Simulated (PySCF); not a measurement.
# C2F2S: the cost of one run

Programs: PySCF 2.14.0, with density-fitted response routines of our own. Each step states its level of theory. These are calculated values for one molecule in the gas phase, unless marked as measured. Atoms count from 0, in the outputs and in this text.

## Step 1: The molecule as given

5 atoms, charge 0, multiplicity 1; geometry from: GFN2-xTB. The atoms were then displaced at random by about 0.01 Å, so the start is not that level's minimum.

Bonds of the start (Å): F0–C1 1.34, C1–F2 1.34, C1–C3 1.34, C3–S4 1.52.

## Step 2: Optimising the geometry at PBE0-D3(BJ)/def2-SVP

What the job is given:

```
{"job": {"xc": "PBE0", "basis": "def2-SVP", "d3": "d3bj", "grid": 1, "shake": 0.01, "kind": "geom"}, "charge": 0, "multiplicity": 1}
F     -1.136110    -1.148190     0.518020
C     -0.497510    -0.012980     0.192640
F     -1.248480     1.076880     0.429970
C      0.754610     0.016640    -0.296200
S      2.161060     0.033680    -0.882320
```

Launch:

```
$ OMP_NUM_THREADS=1 python probes_run.py task.json out
```

The driver reads the jobs from task.json and runs them one after another.

Q: Estimate the wall time and peak memory of this first job on 1 thread of Arm Neoverse V1, shared host.

About 12 s, with a peak of 0.31 GiB.
